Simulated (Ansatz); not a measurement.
**CH2NaO+ (SMILES [CH2+][O][Na]): one structure at several levels**

An exercise on one series of results from a longer session: the logs are not shown, and one member is left open.

The runs use Ansatz 0.2.0, Gaussian basis; single points in def2-TZVPP.

Correlated methods freeze the cores. The outer core shell of Li, Na, Mg and K is correlated.

## Starting geometry

5 atoms, charge 1, spin multiplicity 1.

Atoms are counted from 1 here; the program's logs count them from 0.

Bond lengths: C1–O2 1.224 Å, C1–H4 1.104 Å, C1–H5 1.111 Å, O2–Na3 2.006 Å. Angles: O2–C1–H4 121.5°, O2–C1–H5 118.3°, H4–C1–H5 120.0°, C1–O2–Na3 175.9°.

Coordinates:

| atom | x (Å) | y (Å) | z (Å) |
| --- | --- | --- | --- |
| C1 | -0.6085 | 0.1884 | -0.2430 |
| O2 | 0.4564 | -0.1327 | 0.2682 |
| Na3 | 2.2616 | -0.6467 | 0.9768 |
| H4 | -0.8072 | 1.2280 | -0.5575 |
| H5 | -1.3423 | -0.6123 | -0.4783 |

The first run:

Input file run/in.yaml:

```yaml
crystal:
  periodic: [false, false, false]
  atoms:
    - {symbol: C, position_ang: [-0.608500, 0.188400, -0.243000]}
    - {symbol: O, position_ang: [0.456400, -0.132700, 0.268200]}
    - {symbol: Na, position_ang: [2.261600, -0.646700, 0.976800]}
    - {symbol: H, position_ang: [-0.807200, 1.228000, -0.557500]}
    - {symbol: H, position_ang: [-1.342300, -0.612300, -0.478300]}
basis:
  gaussian: {orbitals: def2-TZVPP}
total_charge: 1
correlation: {method: ccsd_t}
output: {forces: true}
```

No record of the launch command was kept for these runs.

Steps of the session up to this table: CCSD(T)/def2-TZVPP; PBE0-D4/def2-TZVPP; wB97M-V/def2-TZVPP; r2SCAN-D4/def2-TZVPP; PBE-D4/def2-TZVPP; CAM-B3LYP-D4/def2-TZVPP; SPW92/def2-TZVPP.

One of the session's tables, all rows but one given; the rest of the session is left out.

```
      method  RMS force component (eV/Å)  angle to CCSD(T) forces (°)
     CCSD(T)                       0.487                    reference
     PBE0-D4                       0.691                         27.2
     wB97M-V                       0.641                         20.7
   r2SCAN-D4                       0.590                         20.5
      PBE-D4                           ?                            ?
CAM-B3LYP-D4                       0.668                         26.0
       SPW92                       0.551                         38.6
```

Q: Estimate the row for PBE-D4 from the others.

**Answer.** RMS force component (eV/Å): 0.449; angle to CCSD(T) forces (°): 19.6. In the column «RMS force component (eV/Å)» it is the lowest.
